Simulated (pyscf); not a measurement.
Thermochemistry of product channels of H₃Si–NH–SiH₃ + hydrogen fluoride (HF) on the singlet surface, in kcal/mol, from ωB97M-D3(BJ)/def2-TZVP energies (ideal gas, 1 atm, RRHO with modes under 100 cm⁻¹ raised to 100, one conformer, R ln 2 for rigid chiral ones). Structures and frequencies: ωB97X-D3(BJ)/def2-SVP in PySCF.

| products | ΔE | ΔH(298 K) | ΔG(600 K) | ΔG(900 K) |
|---|---|---|---|---|
| F–SiH₂–NH–SiH₃ + hydrogen (H₂) | (withheld) | -35.3 | -31.5 | (withheld) |
| F–SiH₃ + silylamine (H₂N–SiH₃) | -18.4 | -17.9 | -19.2 | -19.3 |

Problem. Some entries are withheld; supply them.

Solution. 
- F–SiH₂–NH–SiH₃ + hydrogen (H₂), ΔE: -33.3
- F–SiH₂–NH–SiH₃ + hydrogen (H₂), ΔG(900 K): -29.9

These are energies of the channels, which say nothing of barriers.
